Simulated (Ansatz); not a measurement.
# CH₃AlN radical (SMILES N=[C][AlH2]): single points off equilibrium

One table from this session's results is given with a row withheld; the runs are named, their logs left out.

The runs use Ansatz 0.2.0, Gaussian basis; single points in def2-TZVPP.

Correlated methods freeze the cores. Orbitals are unrestricted.

### The system as given

SMILES `N=[C][AlH2]`, 6 atoms, charge 0, spin multiplicity 2.

Atoms are counted from 1 here; the program's logs count them from 0.

Bond lengths: N1–C2 1.161 Å, N1–H4 1.080 Å, C2–Al3 2.026 Å, Al3–H5 1.702 Å, Al3–H6 1.562 Å. Angles: C2–N1–H4 134.4°, N1–C2–Al3 164.1°, C2–Al3–H5 110.5°, C2–Al3–H6 131.4°, H5–Al3–H6 118.1°.

Geometry (Å):

```xyz
6

N    -0.5510   -1.8663   -0.0819
C    -0.4115   -0.7192   -0.1951
Al    0.2569    1.1874   -0.0426
H    -0.0621   -2.6331    0.5013
H    -0.5284    2.1860   -1.1748
H     1.3298    1.8343    0.8897
```

The first run:

File run/in.yaml:

```yaml
crystal:
  periodic: [false, false, false]
  atoms:
    - {symbol: N, position_ang: [-0.551000, -1.866300, -0.081900]}
    - {symbol: C, position_ang: [-0.411500, -0.719200, -0.195100]}
    - {symbol: Al, position_ang: [0.256900, 1.187400, -0.042600]}
    - {symbol: H, position_ang: [-0.062100, -2.633100, 0.501300]}
    - {symbol: H, position_ang: [-0.528400, 2.186000, -1.174800]}
    - {symbol: H, position_ang: [1.329800, 1.834300, 0.889700]}
basis:
  gaussian: {orbitals: def2-TZVPP}
magnetization: {spin_polarized: true, initial_magnetization: 1}
correlation: {method: ccsd_t}
scf: {omitted_lower_state_checks: [cluster_reference]}
output: {forces: true}
```

No record of the launch command was kept for these runs.

Steps of the session up to this table: CCSD(T)/def2-TZVPP; PBE0-D4/def2-TZVPP; wB97M-V/def2-TZVPP; r2SCAN-D4/def2-TZVPP; PBE-D4/def2-TZVPP; r2SCAN0-D4/def2-TZVPP; SPW92/def2-TZVPP.

One table of the session follows, with a row left open; its other results are not shown here.

| method | RMS force component (eV/Å) | angle to CCSD(T) forces (°) | dipole (D) |
| --- | --- | --- | --- |
| CCSD(T) | 2.532 | reference | 1.89 |
| PBE0-D4 | 2.067 | 6.4 | 2.02 |
| wB97M-V | 2.181 | 4.4 | 1.98 |
| r2SCAN-D4 | 2.023 | 8.2 | 2.31 |
| PBE-D4 | ? | ? | ? |
| r2SCAN0-D4 | 2.060 | 6.2 | 1.91 |
| SPW92 | 1.841 | 11.7 | 2.79 |

Q: Estimate the row for PBE-D4 from the others.

The run gave: RMS force component (eV/Å): 2.079; angle to CCSD(T) forces (°): 7.5; dipole (D): 2.52. In the column «RMS force component (eV/Å)» it lies between PBE0-D4 (2.067) and wB97M-V (2.181).
